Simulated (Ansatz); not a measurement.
**hcp Os: how far can PBE be trusted?**

Programs: Ansatz (a first-principles code).

```tsv
property	PBE	LDA	PBEsol	r²SCAN	reference	PBE less reference
lattice constant a (Å)	2.754	2.716	2.729	2.738	2.734*	+0.73 %
lattice parameter c (Å)	4.346	4.288	4.308	4.317	4.320*	+0.60 %
bulk modulus B0 (GPa)	397	448	431	427	425	-6.6 %
cohesive energy (eV/atom)	8.41	10.31	9.49	8.12	8.22	not scored
elastic constant C11 (GPa)	731	816	792	784	763	-4.2 %
elastic constant C33 (GPa)	821	917	890	887	843	-2.6 %
elastic constant C44 (GPa)	258	285	278	276	269	-4.1 %
Voigt–Reuss–Hill bulk modulus (GPa)	397	448	432	428	–	–
polycrystal shear modulus (GPa)	263	290	284	281	–	–
```

PBE is well off the measurement for the lattice constant a (+0.73 %). It does well for the elastic constant C11 (-4.2 %), elastic constant C33 (-2.6 %), elastic constant C44 (-4.1 %). In between, or not called against an uncorrected reference: lattice parameter c (+0.60 %), bulk modulus (-6.6 %). Where no measured value is used, PBE differs from r²SCAN by -7.2 % in the Voigt–Reuss–Hill bulk modulus; from r²SCAN by -6.4 % in the Voigt–Reuss–Hill shear modulus.

A star marks values at room or unstated temperature without corrections; heat and zero-point motion as a rule enlarge cells and lower moduli and gaps.

Low-temperature values still hold zero-point motion unless their source removed it.

Called good within 5.0 % for the elastic constant C11, 5.0 % for the elastic constant C33, 5.0 % for the elastic constant C44.

Called well off clearly beyond 10.0 % for the bulk modulus, 10.0 % for the elastic constant C11, 10.0 % for the elastic constant C33, 10.0 % for the elastic constant C44 (bounds picked here from the quality of each reference); the lattice constant a is called against an uncorrected reference, since a correction would as a rule widen the miss or is far smaller.

Not scored: cohesive energy (spin–orbit coupling left out).

The references are measured values: lattice constant a room temperature, lattice parameter c room temperature, bulk modulus corrected to a static lattice, cohesive energy corrected to a static lattice, elastic constant C11 low temperature, elastic constant C33 low temperature, elastic constant C44 low temperature.

Unless a row names a cell, each level is at its own relaxed cell.

Ansatz's density-functional and Hartree–Fock values are scalar-relativistic unless marked +SOC, with PAW data made under PBE.

References as tabulated in Liu et al. (2023), arXiv:2002.00005; Wikipedia's data pages; doi:10.1021/acs.jctc.3c00612; Jana et al. (2018), arXiv:1807.00350.
